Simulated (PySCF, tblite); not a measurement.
**A complex of fluoride and 3 × water**

A gas-phase complex of fluoride and 3 × water; charge -1, singlet. The structure comes from a short search (6 tight-binding starts) and was relaxed by PBE0-D3(BJ)/def2-SVPD; another way of binding may lie lower. Frequencies by PBE0-D3(BJ)/def2-SVPD show no clear imaginary mode.

| part | name | SMILES | atoms | charge | multiplicity |
| --- | --- | --- | --- | --- | --- |
| 1 | fluoride | [F-] | 1 | -1 | 1 |
| 2 | water | O | 2–4 | 0 | 1 |
| 3 | water | O | 5–7 | 0 | 1 |
| 4 | water | O | 8–10 | 0 | 1 |

```tsv
atom	part	x (Å)	y (Å)	z (Å)
F1	1	-1.106	-0.057	-1.420
O2	2	-0.547	2.376	-2.116
H3	2	-0.839	1.517	-1.703
H4	2	0.228	2.075	-2.604
O5	3	-2.189	0.234	-3.746
H6	3	-2.020	1.183	-3.737
H7	3	-1.885	-0.008	-2.827
O8	4	0.812	-0.241	-3.163
H9	4	0.158	-0.250	-3.872
H10	4	0.207	-0.255	-2.374
```

Contacts between parts, classed by geometry: H7···F1 1.609 Å (hydrogen bond, 164°); H3···F1 1.622 Å (hydrogen bond, 163°); H10···F1 1.635 Å (hydrogen bond, 162°).

Interaction energies are complex less parts, with the parts frozen as they stand in it; counterpoise-corrected, in kcal/mol (PySCF).

Give the interaction energy at each level run.


```tsv
level	interaction	superposition error removed
wB97M-D3(BJ)/def2-TZVPD	-69.31	-0.34
PBE0-D3(BJ)/def2-TZVPD	-71.44	-0.34
RI-MP2/def2-TZVPD	-65.12	-2.69
```

What holds them together? Decompose the wB97M-D3(BJ)/def2-TZVPD energy: frozen parts, their antisymmetrised product, then relaxation.

electrostatic -104.1, Pauli repulsion +78.6, orbital relaxation -40.5, dispersion correction -3.7 kcal/mol, which sum to the value before the counterpoise correction; the Pauli term holds the exchange-correlation of the frozen density too. Of the attraction, 70 % is electrostatic, 27 % is orbital relaxation, 2 % is dispersion correction.

Are the pair energies additive?

The pairs sum to -78.85 kcal/mol (1–2 -25.8, 1–3 -25.9, 1–4 -25.6, 2–3 -0.5, 2–4 -0.5, 3–4 -0.6); the rest of +9.54 is a many-body weakening.

The parts were also relaxed and run alone, at the levels used for the complex: shieldings by PBE0/aug-pcSseg-2; core levels by delta-SCF with SCAN, aug-pcX-2 on the ionised atom and aug-pcseg-1 elsewhere, spin-free X2C.

Values alone: O5–H7 bond (Å): 0.961; shielding of H7 (ppm): 30.84; shielding of F1 (ppm): 479.9; shielding of H3 (ppm): 30.84; shielding of O5 (ppm): 327.6; F1 1s core level (eV): 680.05; O2 1s core level (eV): 539.78; O5 1s core level (eV): 539.78.

How do these values change when the complex forms?


```tsv
property	alone	in the complex	change
O5–H7 bond (Å)	0.961	0.998	+0.037
shielding of H7 (ppm)	30.84	22.74	-8.10
shielding of F1 (ppm)	479.9	332.0	-147.9
shielding of H3 (ppm)	30.84	22.98	-7.86
shielding of O5 (ppm)	327.6	306.6	-20.9
F1 1s core level (eV)	680.05	683.92	+3.88
O2 1s core level (eV)	539.78	533.66	-6.12
O5 1s core level (eV)	539.78	533.68	-6.10
```

Density functionals tend to overstate the lengthening and the red shift of so strongly bound an X–H bond.
